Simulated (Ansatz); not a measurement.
## Ge–AsH2⁺, triplet: reading a ladder of total energies

Geometry: that of the Ge–AsH2, quartet, kept fixed.

```
atom    x (Å)    y (Å)    z (Å)
  Ge   0.0238   0.0000   1.3085
  As  -0.0491   0.0000  -1.2267
   H   0.9651   1.0935  -1.5596
   H   0.9651  -1.0935  -1.5596
```

Basis cc-pVDZ; Ansatz 0.2.0. Only valence electrons are correlated (noble-gas cores and the filled d shells of p-block atoms frozen), which leaves 10 electrons in 36 orbitals. R marks a restricted (for open shells ROHF) determinant. No spin–orbit coupling is included, and no scalar relativity.

Full CI isn't at hand for all of this; RCCSDTQ serves as the reference, and is uncertain by about the last step of the cluster series.

Runs differ by some tens of microhartree through their thresholds and, for an open shell, their frozen cores, so steps under 0.03 kcal/mol mean nothing.

```
    level  total energy (hartree)
      RHF            -4310.352882
     RMP2            -4310.504636
    RCCSD            -4310.540847
 RCCSD(T)            -4310.546292
   RCCSDT            -4310.547464
RCCSDT(Q)            -4310.547747
  RCCSDTQ            -4310.547783
```

What is the correlation energy at RCCSDTQ, and what share of it do RMP2 and RCCSD recover?

E(corr) = -4310.547783 − (-4310.352882) = -0.194901 hartree = -5.304 eV. RMP2: -0.151754 / -0.194901 = 77.86 %. RCCSD: -0.187965 / -0.194901 = 96.44 %.

By how many kcal/mol does RCCSD(T) miss RCCSDTQ (1 hartree = 627.509 kcal/mol), and which steps make up the rest?

-4310.546292 − (-4310.547783) = 0.001491 hartree = 0.94 kcal/mol. Steps: RCCSDT − RCCSD(T) = -0.74, RCCSDT(Q) − RCCSDT = -0.18, RCCSDTQ − RCCSDT(Q) = -0.02 kcal/mol. Differences between like states or geometries often cancel part of this.
